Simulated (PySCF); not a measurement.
Gas-phase reaction: SiH₂F ⇌ SiH₂ + F

Computed with PySCF (xtb for GFN2) and rigid-rotor harmonic-oscillator thermochemistry at 1 bar. † marks an energy on the PBE0/def2-TZVP geometry and frequencies; other levels use their own. MP2 and CCSD(T) freeze the core. Open shells (unrestricted): SiH₂F (multiplicity 2), F (multiplicity 2); the rest are closed-shell singlets. GFN2 has no spin-polarisation term. Spin-orbit splitting is ignored; it lowers the true energy and changes the entropy of F. SiH₂F: computed as isolated molecules; such fragments, hydroxides, amides, oligomers or adducts are transient or little studied in the gas. MP2 isn't extrapolated to the basis-set limit. CCSD(T) isn't extrapolated to the basis-set limit.

| level | ΔH°(298 K), kJ |
|---|---|
| CCSD(T)/def2-SVP† | 471 |
| GFN2-xTB | 488 |
| M06-2X/def2-TZVP† | … |
| MP2/def2-SVP† | … |
| PBE0/def2-TZVP | 530 |
| ωB97M-V/def2-TZVP† | … |

Fill in the missing entries.


- M06-2X/def2-TZVP†, ΔH°(298 K), kJ: 533
- MP2/def2-SVP†, ΔH°(298 K), kJ: 518
- ωB97M-V/def2-TZVP†, ΔH°(298 K), kJ: 515
